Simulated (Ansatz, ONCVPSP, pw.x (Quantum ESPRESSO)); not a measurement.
## What a changed setting does to a pw.x run (sc Sm)

Potential: optimised norm-conserving Vanderbilt (ONCV), ONCVPSP 4.0.1, PBEsol; core [Kr] 4d10, reference 4f6 5s2 5p6 6s0.5; waves: 5s+6s: rc 2.74 bohr, ncon 4, nbas 8, qcut 4.5 1/bohr, 2 projectors; 5p: rc 3.20 bohr, ncon 5, nbas 8, qcut 5.5 1/bohr, 2 projectors, debl 1.2 Ha; d scattering state at 0.35 Ha: rc 2.96 bohr, ncon 3, nbas 7, qcut 3.7 1/bohr, 1 projector; 4f: rc 1.90 bohr, ncon 4, nbas 9, qcut 10.8 1/bohr, 2 projectors, debl 1 Ha; local part: polynomial inside 1.84 bohr (lpopt 5, dvloc0 2 Ha); core correction: Teter function fitted to the true core (icmod 2), fcfact 0.75. In the p channel the program set the typed energies aside and used -1.208, 0.050 Ha. In the d channel the program set the typed energies aside and used -0.378 Ha.

The reference run (k-mesh 13³, cutoffs 110/440 Ry, Fermi–Dirac 0.01 Ry, mixing_beta 0.4, conv_thr 1e-9, no spin) gives -1.19 GPa at 16.330 Å³/atom, where all-electron LAPW gives -0.49 GPa. This run, with its own iteration cap, changes k-mesh shift to 1.

```
&control
  calculation='scf', prefix='x', pseudo_dir='./', outdir='./tmp', tstress=.true., disk_io='none'
/
&system
  ibrav=0, nat=1, ntyp=1, ecutwfc=110, ecutrho=440, nbnd=16,
  occupations='smearing', smearing='fd', degauss=0.01
/
&electrons
  conv_thr=1e-09, mixing_beta=0.4, electron_maxstep=50
/
ATOMIC_SPECIES
Sm 1.0 Sm.UPF
CELL_PARAMETERS angstrom
  2.53704826 0.00000000 0.00000000
  0.00000000 2.53704826 0.00000000
  0.00000000 0.00000000 2.53704826
ATOMIC_POSITIONS crystal
Sm 0.0000 0.0000 0.0000
K_POINTS automatic
13 13 13 1 1 1
```

```bash
pw.x < Sm.scf.in > Sm.scf.out
```

Problem. How does the run end?

Solution. It converges in 13 iterations; the free energy moves by -1.1 meV/atom and the pressure by -0.05 GPa.

```
Message from routine setup:
     using ibrav=0 with symmetry is DISCOURAGED, use correct ibrav instead
     lattice parameter (alat)  =       4.7943  a.u.
     unit-cell volume          =     110.2003 (a.u.)^3
     number of electrons       =        16.00
     number of Kohn-Sham states=           16
     kinetic-energy cutoff     =     110.0000  Ry
     charge density cutoff     =     440.0000  Ry
     scf convergence threshold =      1.0E-09
     Exchange-correlation= PBESOL
     number of k points=    84  Fermi-Dirac smearing, width (Ry)=  0.0100
     iteration #  1     ecut=   110.00 Ry     beta= 0.40
     total energy              =    -199.99010120 Ry
     estimated scf accuracy    <      15.24110158 Ry
     iteration #  2     ecut=   110.00 Ry     beta= 0.40
     total energy              =    -203.95772021 Ry
     estimated scf accuracy    <       7.64612836 Ry
     iteration #  3     ecut=   110.00 Ry     beta= 0.40
     total energy              =    -204.89189727 Ry
     estimated scf accuracy    <       0.00336214 Ry
     [... 7 iterations left out ...]
     iteration # 11     ecut=   110.00 Ry     beta= 0.40
     total energy              =    -204.89882077 Ry
     estimated scf accuracy    <       0.00000005 Ry
     iteration # 12     ecut=   110.00 Ry     beta= 0.40
     total energy              =    -204.89882077 Ry
     estimated scf accuracy    <          2.0E-09 Ry
     iteration # 13     ecut=   110.00 Ry     beta= 0.40
     the Fermi energy is    25.3534 ev
!    total energy              =    -204.89882078 Ry
     estimated scf accuracy    <          3.9E-10 Ry
     smearing contrib. (-TS)   =      -0.03163636 Ry
     The total energy is F=E-TS. E is the sum of the following terms:
     one-electron contribution =      -9.94970606 Ry
     hartree contribution      =      26.72996689 Ry
     xc contribution           =     -70.14583736 Ry
     ewald contribution        =    -151.50160789 Ry
     convergence has been achieved in  13 iterations
          total   stress  (Ry/bohr**3)                   (kbar)     P=      -12.41
     Message from routine punch:
     Nothing written, as per user request (disk_io='none')
```

The run took about 28 s on one core of a shared host (Intel(R) Xeon(R) 6975P-C, 192 threads, 378 GiB, load 122).
